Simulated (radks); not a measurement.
# Li²⁺ in 2s1: an all-electron calculation

The task here is to estimate one member of a computed series from the others.

Program: radks (a radial shooting solver on a logarithmic mesh, Libxc functionals) version 1. Level of theory: Dirac Kohn-Sham, PBE, spin-unpolarised, spherical densities, point nucleus. These are calculated values, not measurements, unless marked.

## The atom as given

```
element       : lithium (Z = 3)
charge        : +2
electrons     : 1
configuration : 2s1
```

The outer shells:

Li²⁺
```
2s [↑ ]
```

Set-up of the first run:

Input:

```text
Z 3
configuration 2s1 1s0 2p0
relativity Dirac
functional pbe,pbe
spin unpolarised
j_filling average
nucleus point
c 137.035999084
```

Among the steps run: Self-consistent calculation.

One of the session's tables, all rows but one given; the rest of the session is left out.

It belongs to the step «Radial structure». From the orbitals of this run (lengths in bohr):

| level | <r> | outermost maximum (interpolated) | 90 % within |
| --- | --- | --- | --- |
| 1s1/2 | 0.4841 | 0.321 | 0.862 |
| 2s1/2 | 1.994 | 1.73 | 3.03 |
| 2p1/2 | 1.733 | 1.41 | 2.76 |
| 2p3/2 | ? | ? | ? |

Q: Estimate the row for 2p3/2 from the others.

As computed: <r>: 1.734; outermost maximum (interpolated): 1.41; 90 % within: 2.76. In the column «<r>» it lies between 2p1/2 (1.733) and 2s1/2 (1.994).
